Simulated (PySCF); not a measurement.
**HOF (hypofluorous acid) at 5 levels**

Wanted: a comparison of 5 runs (HF/STO-3G, B3LYP/6-31G*, r2SCAN/aug-cc-pVDZ, B3LYP/def2-TZVP, PBE0/cc-pVTZ) of HOF (hypofluorous acid). 

Program for the calculation: PySCF 2.14.0.

### 1 The molecule

HOF has 3 atoms, charge 0, and is taken as a singlet. As SMILES, `OF`. The shape is that of a PBE0-D4/def2-TZVP optimisation.

Bond lengths: O1–F2 1.406 Å, O1–H3 0.969 Å. Angles: F2–O1–H3 99.1°.

### 2 Energy and gradient at HF/STO-3G (run 1)

Input file calc.py:

```python
import pyscf.grad
from pyscf import gto

system = gto.M(
    atom=[
    ('O', (0.430590, -0.210340, 0.216330)),
    ('F', (-0.221910, 1.014620, -0.010980)),
    ('H', (-0.208690, -0.804280, -0.205350)),
],
    basis='sto-3g',
    spin=0,
    max_memory=1860,
    verbose=4,
    charge=0,
)

mf = system.RHF()
mf.conv_tol = 1e-10
mf.kernel()
if not mf.converged:
    mf = mf.newton().run(mf.mo_coeff, mf.mo_occ)

etot = mf.e_tot
print('E = %.10f Eh' % etot)
grad = mf.Gradients().kernel()
mf.analyze()
```

The run is started by

```console
$ OMP_NUM_THREADS=1 python calc.py
```

What it wrote:

```text
PySCF version 2.14.0

[INPUT] num. atoms = 3
[INPUT] num. electrons = 18
[INPUT] charge = 0
[INPUT] spin (= nelec alpha-beta = 2S) = 0
[INPUT] symmetry False subgroup None
[INPUT] Mole.unit = angstrom
[INPUT] Symbol           X                Y                Z      unit          X                Y                Z       unit  Magmom
[INPUT]  1 O      0.430590000000  -0.210340000000   0.216330000000 AA    0.813697171976  -0.397484993041   0.408804452527 Bohr   0.0
[INPUT]  2 F     -0.221910000000   1.014620000000  -0.010980000000 AA   -0.419349124302   1.917353920506  -0.020749192848 Bohr   0.0
[INPUT]  3 H     -0.208690000000  -0.804280000000  -0.205350000000 AA   -0.394366944935  -1.519868927465  -0.388055259679 Bohr   0.0

nuclear repulsion = 34.0627011240133
number of shells = 7
number of NR pGTOs = 33
number of NR cGTOs = 11
basis = sto-3g
ecp = {}

[... 49 lines left out ...]
Total Energy =                        -172.368950439442500
[... 1 line left out ...]
One-electron Energy =                 -309.551987997083074
[... 1 line left out ...]
Two-electron Coulomb Energy =          121.947810670370643
[... 3 lines left out ...]
MO #1   energy= -25.9902228072622  occ= 2
[... 1 line left out ...]
MO #3   energy= -1.54488204419281  occ= 2
[... 1 line left out ...]
MO #5   energy= -0.634287623254914 occ= 2
[... 1 line left out ...]
MO #7   energy= -0.527949395208008 occ= 2
[... 1 line left out ...]
MO #9   energy= -0.393015422805514 occ= 2
[... 1 line left out ...]
MO #11  energy= 0.605092774386405  occ= 0
[... 17 lines left out ...]
Dipole moment(X, Y, Z, Debye): -0.93502, -0.96251, -0.62716
```

Run time: 2.1 s. Hardware: 1 thread of Intel Xeon at 2.50GHz (Skylake/Cascade Lake), shared host; peak memory 0.12 GiB.

### 3 Energy and gradient at B3LYP/6-31G(d) (Cartesian functions) (run 2)

Input file run.py:

```python
# hypofluorous acid
import pyscf.grad
from pyscf import gto, dft

system = gto.Mole()
system.atom = 'O 0.430590 -0.210340 0.216330; F -0.221910 1.014620 -0.010980; H -0.208690 -0.804280 -0.205350'
system.verbose = 3
system.spin = 0
system.max_memory = 1860
system.basis = '6-31g*'
system.cart = True
system.charge = 0
system.build()

mf = dft.RKS(system, xc='b3lyp')
mf.conv_tol = 1e-10
mf.grids.level = 5
mf.kernel()
if not mf.converged:
    mf = mf.newton().run(mf.mo_coeff, mf.mo_occ)

etot = mf.e_tot
print(f'total energy: {etot:.8f} hartree')
grad = mf.Gradients().kernel()
dip = mf.dip_moment()
pop, q = mf.mulliken_pop()
```

The run is started by

```console
$ OMP_NUM_THREADS=1 python run.py
```

What it wrote:

```text
converged SCF energy = -175.521960630966
total energy: -175.52196063 hartree
--------------- RKS gradients ---------------
         x                y                z
0 O    -0.0140403819     0.0114171717    -0.0065482064
1 F     0.0087116690    -0.0153328405     0.0031469677
2 H     0.0053316829     0.0039148266     0.0034016646
----------------------------------------------
Dipole moment(X, Y, Z, Debye): -0.96704, -1.56271, -0.71155
 ** Mulliken pop  **
pop of  0  O 1s           1.99295
pop of  0  O 2s           0.95878
pop of  0  O 3s           0.93060
pop of  0  O 2px          0.98072
pop of  0  O 2py          0.63060
pop of  0  O 2pz          1.17358
pop of  0  O 3px          0.55379
pop of  0  O 3py          0.30345
pop of  0  O 3pz          0.69368
pop of  0  O 3dxx         0.00524
pop of  0  O 3dxy         0.01707
pop of  0  O 3dxz         0.00596
pop of  0  O 3dyy         0.02069
pop of  0  O 3dyz         0.00828
pop of  0  O 3dzz        -0.00593
pop of  1  F 1s           1.99359
pop of  1  F 2s           0.97006
pop of  1  F 3s           0.97107
pop of  1  F 2px          1.14283
pop of  1  F 2py          0.85376
pop of  1  F 2pz          1.24125
pop of  1  F 3px          0.67466
pop of  1  F 3py          0.51703
pop of  1  F 3pz          0.72904
pop of  1  F 3dxx         0.01090
pop of  1  F 3dxy         0.00816
pop of  1  F 3dxz         0.00109
pop of  1  F 3dyy         0.03548
pop of  1  F 3dyz         0.00476
pop of  1  F 3dzz         0.00515
pop of  2  H 1s           0.47812
pop of  2  H 2s           0.09361
 ** Mulliken atomic charges  **
charge of    0O =     -0.26945
charge of    1F =     -0.15882
charge of    2H =      0.42828
```

Wall time 9.6 s (1 thread of Intel Xeon at 2.50GHz (Skylake/Cascade Lake), shared host); peak memory 0.37 GiB.

### 4 Energy and gradient at r2SCAN/aug-cc-pVDZ (run 3)

Input file run.py:

```python
from pyscf import gto, dft

mol = gto.Mole()
mol.atom = [
    ('O', (0.430590, -0.210340, 0.216330)),
    ('F', (-0.221910, 1.014620, -0.010980)),
    ('H', (-0.208690, -0.804280, -0.205350)),
]
mol.basis = 'aug-cc-pvdz'
mol.verbose = 4
mol.max_memory = 1860
mol.build()

mf = dft.RKS(mol)
mf.xc = 'r2scan'
mf.conv_tol = 1e-10
mf.grids.level = 5
mf.kernel()
if not mf.converged:
    mf = mf.newton().run(mf.mo_coeff, mf.mo_occ)

etot = mf.e_tot
print(f'total energy: {etot:.8f} hartree')
grad = mf.nuc_grad_method().kernel()
mf.analyze()
```

The run is started by

```console
$ OMP_NUM_THREADS=1 python run.py
```

What it wrote:

```text
PySCF version 2.14.0

[INPUT] num. atoms = 3
[INPUT] num. electrons = 18
[INPUT] charge = 0
[INPUT] spin (= nelec alpha-beta = 2S) = 0
[INPUT] symmetry False subgroup None
[INPUT] Mole.unit = angstrom
[INPUT] Symbol           X                Y                Z      unit          X                Y                Z       unit  Magmom
[INPUT]  1 O      0.430590000000  -0.210340000000   0.216330000000 AA    0.813697171976  -0.397484993041   0.408804452527 Bohr   0.0
[INPUT]  2 F     -0.221910000000   1.014620000000  -0.010980000000 AA   -0.419349124302   1.917353920506  -0.020749192848 Bohr   0.0
[INPUT]  3 H     -0.208690000000  -0.804280000000  -0.205350000000 AA   -0.394366944935  -1.519868927465  -0.388055259679 Bohr   0.0

nuclear repulsion = 34.0627011240133
number of shells = 21
number of NR pGTOs = 81
number of NR cGTOs = 55
basis = aug-cc-pvdz
ecp = {}

[... 67 lines left out ...]
Total Energy =                        -175.485034879860820
[... 7 lines left out ...]
MO #1   energy= -24.5609317773024  occ= 2
[... 5 lines left out ...]
MO #7   energy= -0.43832338154823  occ= 2
[... 5 lines left out ...]
MO #13  energy= 0.117636916463371  occ= 0
[... 5 lines left out ...]
MO #19  energy= 0.256963221660883  occ= 0
[... 5 lines left out ...]
MO #25  energy= 0.857613757690586  occ= 0
[... 5 lines left out ...]
MO #31  energy= 1.19266183857385   occ= 0
[... 5 lines left out ...]
MO #37  energy= 1.57318016733983   occ= 0
[... 5 lines left out ...]
MO #43  energy= 2.23419020427962   occ= 0
[... 5 lines left out ...]
MO #49  energy= 3.73566666491643   occ= 0
[... 5 lines left out ...]
MO #55  energy= 4.71000334925772   occ= 0
[... 22 lines left out ...]
pop of  0 O 4dz^2         0.00023
pop of  0 O 4dxz          0.00030
pop of  0 O 4dx2-y2       0.00018
pop of  1 F 1s            1.99997
pop of  1 F 2s            1.92508
pop of  1 F 3s            0.00388
pop of  1 F 4s            0.00088
pop of  1 F 2px           1.82736
pop of  1 F 2py           1.39618
pop of  1 F 2pz           1.97502
pop of  1 F 3px           0.00187
pop of  1 F 3py           0.00233
pop of  1 F 3pz           0.00142
pop of  1 F 4px           0.00079
pop of  1 F 4py           0.00039
pop of  1 F 4pz           0.00077
pop of  1 F 3dxy          0.00213
pop of  1 F 3dyz          0.00124
pop of  1 F 3dz^2         0.00094
pop of  1 F 3dxz          0.00021
pop of  1 F 3dx2-y2       0.00165
pop of  1 F 4dxy          0.00037
pop of  1 F 4dyz          0.00025
pop of  1 F 4dz^2         0.00024
pop of  1 F 4dxz          0.00004
pop of  1 F 4dx2-y2       0.00043
pop of  2 H 1s            0.61190
pop of  2 H 2s            0.01440
pop of  2 H 3s            0.00565
pop of  2 H 2px           0.00174
pop of  2 H 2py           0.00168
pop of  2 H 2pz           0.00328
pop of  2 H 3px           0.00045
pop of  2 H 3py           0.00154
pop of  2 H 3pz           0.00029
 ** Mulliken atomic charges  **
charge of    0O =     -0.21562
charge of    1F =     -0.14345
charge of    2H =      0.35907
Dipole moment(X, Y, Z, Debye): -0.84533, -1.55764, -0.64324
```

Wall time 16 s (1 thread of Intel Xeon at 2.50GHz (Skylake/Cascade Lake), shared host); peak memory 0.56 GiB.

Run 4 isn't shown in full; the table further down has it.

### 5 Energy and forces at PBE0/cc-pVTZ (run 5)

Input file calc.py:

```python
# hypofluorous acid
from pyscf import gto, dft

system = gto.M(
    atom='''
O    0.430590  -0.210340   0.216330
F   -0.221910   1.014620  -0.010980
H   -0.208690  -0.804280  -0.205350
''',
    basis='cc-pvtz',
    spin=0,
    verbose=4,
    max_memory=1860,
)

ks = dft.RKS(system, xc='pbe0')
ks.grids.level = 5
ks.conv_tol = 1e-10
ks.kernel()
if not ks.converged:
    ks = ks.newton().run(ks.mo_coeff, ks.mo_occ)

e_final = ks.e_tot
print('Final energy', e_final)
grad = ks.nuc_grad_method().kernel()
ks.analyze()
```

The run is started by

```console
$ OMP_NUM_THREADS=1 python calc.py
```

What it wrote:

```text
PySCF version 2.14.0

[INPUT] num. atoms = 3
[INPUT] num. electrons = 18
[INPUT] charge = 0
[INPUT] spin (= nelec alpha-beta = 2S) = 0
[INPUT] symmetry False subgroup None
[INPUT] Mole.unit = angstrom
[INPUT] Symbol           X                Y                Z      unit          X                Y                Z       unit  Magmom
[INPUT]  1 O      0.430590000000  -0.210340000000   0.216330000000 AA    0.813697171976  -0.397484993041   0.408804452527 Bohr   0.0
[INPUT]  2 F     -0.221910000000   1.014620000000  -0.010980000000 AA   -0.419349124302   1.917353920506  -0.020749192848 Bohr   0.0
[INPUT]  3 H     -0.208690000000  -0.804280000000  -0.205350000000 AA   -0.394366944935  -1.519868927465  -0.388055259679 Bohr   0.0

nuclear repulsion = 34.0627011240133
number of shells = 24
number of NR pGTOs = 100
number of NR cGTOs = 74
basis = cc-pvtz
ecp = {}

[... 65 lines left out ...]
One-electron Energy =                 -311.126411548471310
[... 8 lines left out ...]
MO #4   energy= -1.00022524958432  occ= 2
[... 6 lines left out ...]
MO #11  energy= 0.0440673934591427 occ= 0
[... 6 lines left out ...]
MO #18  energy= 0.766834312092646  occ= 0
[... 6 lines left out ...]
MO #25  energy= 1.59370552856137   occ= 0
[... 6 lines left out ...]
MO #32  energy= 2.3579724532824    occ= 0
[... 6 lines left out ...]
MO #39  energy= 3.64106353210945   occ= 0
[... 6 lines left out ...]
MO #46  energy= 4.61643026651306   occ= 0
[... 6 lines left out ...]
MO #53  energy= 6.28316703971575   occ= 0
[... 6 lines left out ...]
MO #60  energy= 6.87895330410467   occ= 0
[... 6 lines left out ...]
MO #67  energy= 7.82360244442472   occ= 0
[... 6 lines left out ...]
MO #74  energy= 10.781840647323    occ= 0
[... 41 lines left out ...]
pop of  1 F 3pz           0.00070
pop of  1 F 4px           0.00009
pop of  1 F 4py           0.00012
pop of  1 F 4pz           0.00011
pop of  1 F 3dxy          0.00157
pop of  1 F 3dyz          0.00095
pop of  1 F 3dz^2         0.00068
pop of  1 F 3dxz          0.00017
pop of  1 F 3dx2-y2       0.00127
pop of  1 F 4dxy          0.00010
pop of  1 F 4dyz          0.00005
pop of  1 F 4dz^2         0.00006
pop of  1 F 4dxz          0.00001
pop of  1 F 4dx2-y2       0.00011
pop of  1 F 4f-3          0.00006
pop of  1 F 4f-2          0.00003
pop of  1 F 4f-1          0.00005
pop of  1 F 4f+0          0.00003
pop of  1 F 4f+1          0.00002
pop of  1 F 4f+2          0.00002
pop of  1 F 4f+3          0.00010
pop of  2 H 1s            0.60969
pop of  2 H 2s            0.01279
pop of  2 H 3s            0.00732
pop of  2 H 2px           0.00134
pop of  2 H 2py           0.00075
pop of  2 H 2pz           0.00275
pop of  2 H 3px           0.00037
pop of  2 H 3py           0.00020
pop of  2 H 3pz           0.00018
pop of  2 H 3dxy          0.00008
pop of  2 H 3dyz          0.00006
pop of  2 H 3dz^2         0.00006
pop of  2 H 3dxz          0.00005
pop of  2 H 3dx2-y2       0.00006
 ** Mulliken atomic charges  **
charge of    0O =     -0.22165
charge of    1F =     -0.14264
charge of    2H =      0.36429
Dipole moment(X, Y, Z, Debye): -0.87220, -1.59838, -0.66272
```

Run time: 16 s. Hardware: 1 thread of Intel Xeon at 2.50GHz (Skylake/Cascade Lake), shared host; peak memory 0.72 GiB.

### 6 All runs side by side

| run | level | Cartesian functions | integration grid | energy (Eh) | dipole moment (D) | HOMO energy (eV) | LUMO energy (eV) | wall time |
| --- | --- | --- | --- | --- | --- | --- | --- | --- |
| 1 | HF/STO-3G | no | – | -172.368950 | 1.48 | -10.69 | 11.78 | 2.1 s |
| 2 | B3LYP/6-31G* (Cartesian functions) | yes | 5 | -175.521961 | 1.97 | -8.26 | -0.66 | 9.6 s |
| 3 | r2SCAN/aug-cc-pVDZ | no | 5 | -175.485035 | 1.89 | -7.64 | -2.52 | 16 s |
| 4 | B3LYP/def2-TZVP | no | 5 | -175.616556 | 2.01 | -8.90 | -1.43 | 18 s |
| 5 | PBE0/cc-pVTZ | no | 5 | -175.429855 | 1.94 | -9.04 | -0.76 | 16 s |

### 7 Summary of results

| quantity | value |
| --- | --- |
| run 5: total energy | -175.42986 Eh |
| run 5: dipole moment | 1.94 D |
| run 5: HOMO energy | -9.04 eV |
| run 5: LUMO energy | -0.76 eV |
| run 5: HOMO–LUMO gap | 8.28 eV |
| run 5: largest force on an atom | 0.115 eV/Å |

**Reading.** The dipole moment (its size) runs from 1.48 D (HF/STO-3G) to 2.01 D (B3LYP/def2-TZVP). The two ends differ in method and basis. The HOMO–LUMO gap runs from 5.12 eV (r2SCAN/aug-cc-pVDZ) to 22.47 eV (HF/STO-3G). Totals of different functionals can't be ranked against each other. In run 1 the basis is minimal, so the values are rough. All runs together took 63 s, the longest 18 s.
